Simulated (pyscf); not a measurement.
Structures and frequencies: ωB97X-D3(BJ)/def2-SVP in PySCF.

Problem. Cl–SnH: (SMILES [Cl][SnH]) [singlet] + H₂ (SMILES [H][H]) → SnH₂ (SMILES [SnH2]) [singlet] + HCl (SMILES Cl)
Surface: singlet. Broken: Cl–Sn, H–H. Formed: H–Sn, Cl–H. Give ΔE‡ and ΔE from B3LYP-D3(BJ)/def2-TZVP, relative to the separated reactants.

Solution. ΔE‡ = 25.6 kcal/mol, ΔE = +31.5 kcal/mol. ωB97M-D3(BJ)/def2-TZVP gives 26.5 kcal/mol and +28.6 kcal/mol. Zero-point energy shifts the barrier by +1.6 kcal/mol. It is a four-centre exchange, with an imaginary mode of 997i cm⁻¹. On the product side the descent ends in a bound adduct, 9.1 kcal/mol under the separated species and 3.7 kcal/mol under the saddle at ωB97X-D3(BJ)/def2-TZVP. At B3LYP-D3(BJ) the saddle lies under the separated products, which points to a path from their complex (located at ωB97X-D3(BJ) alone), and parting the products costs more than the saddle. One saddle was located; it need not be the lowest between these sides. Elements past Kr carry the def2 core potentials, without spin-orbit coupling.
